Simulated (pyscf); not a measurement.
PySCF, gas phase, ωB97X-D3(BJ)/def2-SVP geometries. MP2 and CC: frozen core, UHF for open shells. ΔMP2 is the change of the MP2 total energy from the triple- to the quadruple-zeta basis.

Problem. For H₂C=CH–F + HF -> H₃C–CH(F)–F, an addition across a multiple bond or ene-type step (singlet surface; F–H broken, C–H, C–F formed), PBE/def2-TZVP gives ΔE‡ = 1.36 eV and ΔE = -1.17 eV (zero: the separated reactants). In which direction and how far do B3LYP-D3(BJ)/def2-TZVP, M06-2X/def2-TZVP, CCSD(T)/def2-TZVPP + ΔMP2(QZVPP) move these?

Solution. B3LYP-D3(BJ): ΔE‡ = 1.68 eV, ΔE = -1.13 eV; M06-2X: ΔE‡ = 1.83 eV, ΔE = -1.23 eV; CCSD(T): ΔE‡ = 1.96 eV, ΔE = -1.05 eV. PBE's barrier lies under all of them, by 0.32 to 0.60 eV. Its reaction energy lies among theirs. Low barriers are usual for a GGA, whose delocalisation error favours stretched bonds. One saddle was located; it need not be the lowest between these sides. The CCSD(T) − MP2 part came from Ansatz, without density fitting, on the same reference.
